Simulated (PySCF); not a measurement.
# How the method moves the HOMO and LUMO of propane

Compound: propane, C₃H₈.
Structure used (PBE0-D3(BJ)/def2-SVP), in Å, numbered top down from 1:
```
atom  x, y, z in Å
C1     1.2114    0.4494   -0.0917
C2     0.1245   -0.6067    0.0390
C3    -1.2787   -0.0209    0.0717
H4     2.2167    0.0020   -0.1131
H5     1.0882    1.0362   -1.0168
H6     1.1807    1.1598    0.7510
H7     0.2967   -1.2003    0.9534
H8     0.2038   -1.3211   -0.7990
H9    -2.0472   -0.8044    0.1574
H10   -1.4059    0.6665    0.9239
H11   -1.4922    0.5539   -0.8449
```

Basis pcSseg-2 throughout (PySCF), one geometry. Geometry: PBE0-D3(BJ)/def2-SVP; no solvent, vibrations or thermal averaging.

Q: How do the orbital energies, the gap and the dipole change with the method?

A: 
| method | kind | HOMO (eV) | LUMO (eV) | gap (eV) | μ (D) | SCF cycles |
| --- | --- | --- | --- | --- | --- | --- |
| OPBE | GGA | -7.64 | 0.10 | 7.74 | 0.09 | 14 |
| BLYP | GGA | -7.64 | 0.01 | 7.65 | 0.10 | 14 |
| LDA | LDA | -7.65 | -0.04 | 7.61 | 0.10 | 13 |
| PBE | GGA | -7.68 | 0.02 | 7.70 | 0.10 | 14 |
| B97-D | GGA | -7.73 | 0.16 | 7.89 | 0.10 | 13 |
| BP86 | GGA | -7.78 | 0.21 | 7.99 | 0.10 | 14 |
| KT2 | GGA | -7.79 | 0.07 | 7.86 | 0.10 | 13 |
| KT3 | GGA | -7.88 | -0.16 | 7.71 | 0.10 | 12 |
| B97-2 | global hybrid | -8.85 | 0.75 | 9.60 | 0.09 | 12 |
| B3LYP | global hybrid | -8.91 | 0.41 | 9.33 | 0.10 | 12 |
| PBE0 | global hybrid | -9.08 | 0.72 | 9.80 | 0.09 | 12 |
| mPW1PW91 | global hybrid | -9.12 | 0.69 | 9.81 | 0.09 | 12 |
| BHandHLYP | global hybrid | -10.48 | 1.20 | 11.67 | 0.09 | 10 |
| CAM-B3LYP | range-separated hybrid | -10.54 | 1.36 | 11.90 | 0.09 | 10 |
| wB97X-D | range-separated hybrid | -11.00 | 2.41 | 13.41 | 0.09 | 11 |
| LC-wPBE | range-separated hybrid | -11.89 | 2.50 | 14.39 | 0.08 | 11 |
| HF | Hartree–Fock | -12.62 | 2.77 | 15.39 | 0.09 | 8 |

The HOMO spans 4.98 eV, from OPBE down to HF, and the gap runs from 7.61 eV (LDA) to 15.39 eV (HF). Over the methods OPBE (0 %), BLYP (0 %), LDA (0 %), PBE (0 %), B97-D (0 %), BP86 (0 %), KT2 (0 %), KT3 (0 %), B97-2 (21 %), B3LYP (20 %), PBE0 (25 %), mPW1PW91 (25 %), BHandHLYP (50 %), HF (100 %), a straight line through the gap against the share of exact exchange rises by 0.77 eV for each 10 % (correlation coefficient 0.998). The dipole ranges from 0.08 D (LC-wPBE) to 0.10 D (BLYP). This basis has no diffuse functions.

Reference dipole: 0.08 D (measured, gas; NIST CCCBDB Release 22 (SRD 101), experimental dipoles); nearest here: LC-wPBE (0.08 D), OPBE (0.09 D), HF (0.09 D) and mPW1PW91 (0.09 D). 

The vertical ΔSCF ionisation energy at PBE0/def2-SVPD is 11.44 eV; −ε(HOMO) comes closest to it with wB97X-D (11.00 eV) and LC-wPBE (11.89 eV).
